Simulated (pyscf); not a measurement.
## Four-centre exchange: HO–AlH₂ + HF -> HO–AlH₂ + HF

Gas phase, singlet surface, charge 0. Bonds broken: O1–H3, F6–H7. Bonds formed: O1–H7, H3–F6. Structures and frequencies: ωB97X-D3(BJ)/def2-SVP in PySCF. MP2 and CC: frozen core, UHF for open shells. ΔMP2 is the change of the MP2 total energy from the triple- to the quadruple-zeta basis.

Transition state (Å):

```xyz
7

O     -0.2316     0.1017    -0.5366
Al    -1.7144    -0.1106     0.3198
H      0.8651    -0.1637    -0.6398
H     -2.9537     0.7015    -0.2124
H     -1.6795    -1.0953     1.5477
F      1.5830     0.3575    -1.5855
H      0.3248     0.5999    -1.3885
```

One imaginary mode, 2021i cm⁻¹; descent along it reached the two sides named, in the forms told below.

```tsv
bond	change	reactant side (Å)	saddle	product side
O1–H3	breaks	0.962	1.133	1.663
F6–H7	breaks	0.942	1.296	3.2
O1–H7	forms	1.663	1.133	0.962
H3–F6	forms	3.2	1.297	0.942
```

Electronic energies relative to the separated reactants (kJ/mol):

```csv
level,barrier,reaction energy,reverse barrier
ωB97X-D3(BJ)/def2-TZVP,130.2,0.0,130.2
PBE/def2-TZVP,98.5,0.0,98.5
r²SCAN/def2-TZVP,111.7,0.0,111.7
B3LYP-D3(BJ)/def2-TZVP,121.6,0.0,121.6
PBE0-D3(BJ)/def2-TZVP,117.7,0.0,117.7
M06-2X/def2-TZVP,126.7,0.0,126.7
ωB97M-D3(BJ)/def2-TZVP,128.0,0.0,128.0
HF/def2-TZVP,201.7,0.0,201.7
MP2/def2-QZVPP,135.6,0.0,135.6
CCSD/def2-TZVPP,154.1,0.0,154.1
CCSD(T)/def2-TZVPP,143.2,0.0,143.2
CCSD(T)/def2-TZVPP + ΔMP2(QZVPP),142.9,0.0,142.9
```

With CCSD(T)/def2-TZVPP + ΔMP2(QZVPP) energies and thermal terms (ideal gas, 1 atm, RRHO with modes under 100 cm⁻¹ raised to 100, one conformer, R ln 2 for chiral ones without a mode under 150 cm⁻¹), in kJ/mol:

```tsv
T (K)	ΔH‡	ΔG‡	ΔH	ΔG
298	134.4	174.4	0.0	0.0
600	132.1	216.0	0.0	0.0
900	132.3	258.0	0.0	0.0
1200	134.1	299.7	0.0	0.0
```

On the reactant side the descent ends in a bound adduct, 42.1 kJ/mol under the separated species and 172.3 kJ/mol under the saddle at ωB97X-D3(BJ)/def2-TZVP. On the product side the descent ends in a bound adduct, 42.0 kJ/mol under the separated species and 172.2 kJ/mol under the saddle at ωB97X-D3(BJ)/def2-TZVP. This is the saddle that the search found; another between the same sides may lie lower. The CCSD(T) − MP2 part came from Ansatz, without density fitting, on the same reference.
